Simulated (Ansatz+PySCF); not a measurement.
Results of a calculation; reference values are marked as such.
Input for Ansatz (development build ahead of 0.2.0):

```yaml
crystal:
  periodic: [false, false, false]
  atoms:
    - { symbol: C, position_ang: [0.0, 0.0, -0.61873] }
    - { symbol: F, position_ang: [0.0, 0.0, 2.10812] }
    - { symbol: H, position_ang: [0.0, -1.03603, -0.99661] }
    - { symbol: H, position_ang: [-0.89723, 0.51802, -0.99661] }
    - { symbol: H, position_ang: [0.89723, 0.51802, -0.99661] }
basis:
  gaussian: { orbitals: STO-3G }
hamiltonian:
  xc: hf
correlation:
  method: mp2
  frozen_orbitals: { C: 1, F: 1, H: 0 }
scf:
  omitted_lower_state_checks: [starts, atomic_configurations, cluster_reference, orbital_swaps, given_window_search, neighbouring_geometries, increment]
```

The input is written out in the form of the current development build from the run's settings.

Results

```json
{
  "Converged": "yes",
  "Reference energy": "-136.79970 hartree",
  "Correlation energy": "-0.23153 hartree",
  "Total energy": "-137.03123 hartree",
  "Spin squared of the determinant": "0.000",
  "Stability test": "minimum among restricted orbitals"
}
```

Messages of the program:
```
unlike orbitals would lower it
```

Caution: large amplitudes, a single reference is doubtful; an unrestricted determinant lies well below.
